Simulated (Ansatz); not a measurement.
`[SiH3][AlH][Cl]` + CH₃OH → `CO[SiH3]` + `[AlH2][Cl]` at 600 K and 1 bar (cleavage of the Si–Al bond).

Program: Ansatz. Geometries: PBE0-D4/def2-TZVP. ΔE: electronic, gas phase. CCSD(T)/CBS adds triple-zeta CCSD(T) − MP2 to the extrapolated MP2 energy (def2 sets, frozen cores). This one scheme is used for every species.

| species | CCSD(T)/CBS energy (Eh) | H − E (kJ/mol) | S (J/(mol·K)) |
| --- | --- | --- | --- |
| `[SiH3][AlH][Cl]` | -993.32756 | 135.6 | 410.5 |
| CH₃OH | -115.61712 | 163.6 | 277.3 |
| `CO[SiH3]` | -405.93001 | 222.4 | 366.2 |
| `[AlH2][Cl]` | -703.04476 | 67.3 | 293.7 |

H − E and S are ideal-gas, rigid-rotor, harmonic terms from PBE0-D4/def2-TZVP. 1 Eh = 2625.50 kJ/mol, R = 8.31446 J/(mol·K).

Problem. By hand: ΔE, ΔH, ΔS and ΔG.

Solution. ΔE = (-405.93001) + (-703.04476) − (-993.32756) − (-115.61712) = -0.03009 Eh = -79.0 kJ/mol. Δ(H − E) = 222.4 + 67.3 − 135.6 − 163.6 = -9.5, so ΔH = -88.5 kJ/mol. ΔS = 366.2 + 293.7 − 410.5 − 277.3 = -27.9 J/(mol·K). ΔG = -88.5 − 600 × (-27.9)/1000 = -71.8 kJ/mol.

Problem. By hand: the equilibrium constant, and the temperature at which ΔG would vanish if ΔH and ΔS stayed fixed.

Solution. log₁₀ K = −ΔG/(RT ln 10) = 6.3. ΔG = 0 at ΔH/ΔS = 3172 K, far beyond where these terms or the molecules hold.

ΔH outweighs TΔS. A doubt of 5 kJ/mol in ΔE shifts log₁₀ K by 0.4 here. Modes under 60 cm⁻¹, often nearly free rotors, make the harmonic entropy too high. These are equilibria of isolated gas molecules and say nothing of rates. Largest T1 diagnostic: 0.011 (customary marks: 0.02 for closed shells, 0.045 for open ones).
